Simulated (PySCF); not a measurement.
Compound: C5H6F (charge +1).
Geometry (PBE0-D3(BJ)/def2-SVP, Å), atoms numbered from 1 in this order:
```xyz
12
C5H6F angstrom
C     -1.5765    0.6763   -0.0319
C     -0.7115   -0.5731    0.0308
C      0.7262   -0.3225    0.0068
C      2.0259   -0.8165   -0.0119
C      1.8108    0.5187   -0.0044
F      2.2789    1.6881   -0.0061
H     -2.6358    0.3930    0.0158
H     -1.3714    1.3499    0.8123
H     -1.4194    1.2277   -0.9698
H     -0.9185   -1.2846   -0.7907
H     -0.8943   -1.1700    0.9459
H      2.6880   -1.6864   -0.0247
```

Level: B3LYP/def2-SVPD in PySCF, non-relativistic, on one gas-phase PBE0-D3(BJ)/def2-SVP geometry that isn't relaxed in the solvent. The solvent is an IEF-PCM continuum (cavity from Bondi-type radii × 1.2), and excitations are vertical TDDFT with non-equilibrium linear response and a frozen core. The model holds no explicit solvent molecules, cavitation or dispersion.

| run | E − E(gas) (kJ/mol) | HOMO (eV) | HOMO–LUMO gap (eV) | lowest singlet (eV) | static polarisability (au) |
| --- | --- | --- | --- | --- | --- |
| gas | 0.00 | -14.52 | 7.00 | 6.20 | 50.7 |
| P | -236.09 | -10.22 | 7.49 | 6.59 | 64.5 |
| Q | -219.91 | -10.51 | 7.44 | 6.56 | 62.9 |

Q: The runs were made in acetone and dichloromethane. Which run belongs to which solvent?

A: P = acetone, Q = dichloromethane. The dielectric constants are 8.93 (dichloromethane), 20.49 (acetone), and the energy falls further as ε rises. The optical constants n² used for the excitations are 2.03, 1.85 in the same order. In this model the ground state sees the solvent through ε alone.

Q: How constant is the ratio of the lowering to 1 − 1/ε?

A: 
```csv
solvent,1 − 1/ε,E − E(gas) (kJ/mol),ratio (kJ/mol),polarisation term (kJ/mol)
dichloromethane,0.888,-219.91,-247.6,-223.36
acetone,0.951,-236.09,-248.2,-240.37
```

The ratio changes by +0.2 % in size from dichloromethane to acetone. The polarisation term is half the interaction of the solute with the induced surface charges.
